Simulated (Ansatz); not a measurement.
C2H2OS, SMILES `O=C=CS`, relaxed with RKS PBE-D4/def2-SVP in Ansatz 0.2.0 from a rough embedded geometry. The force threshold is 0.03 eV/Å; the program also tests the step.

The species carries charge 0 and has multiplicity 1.

Start:

```xyz
6

O     1.360    1.818   -1.015
C     0.749    0.873   -0.562
C     0.142   -0.163   -0.068
S    -1.358   -0.071    0.694
H     0.680   -1.115   -0.061
H    -1.575   -1.343    1.011
```

Q: By how much does the energy fall, and how many steps does the optimiser take? (Estimate.)

A: Computed: 0.55 eV, in 10 steps, 1 of them rejected.

Q: Which bonds change most? (An estimate is asked.)

A: The calculation gave: C3–S4 from 1.685 to 1.776 Å; S4–H6 from 1.329 to 1.372 Å; O1–C2 from 1.212 to 1.173 Å; C2–C3 from 1.298 to 1.333 Å.

Q: Give the relaxed structure. (An estimate is asked.)

A: Ansatz gave: 
```xyz
6

O     0.891    1.743   -1.203
C     0.670    0.778   -0.573
C     0.390   -0.301    0.158
S    -1.089   -0.211    1.137
H     1.088   -1.151    0.194
H    -1.950   -0.858    0.287
```
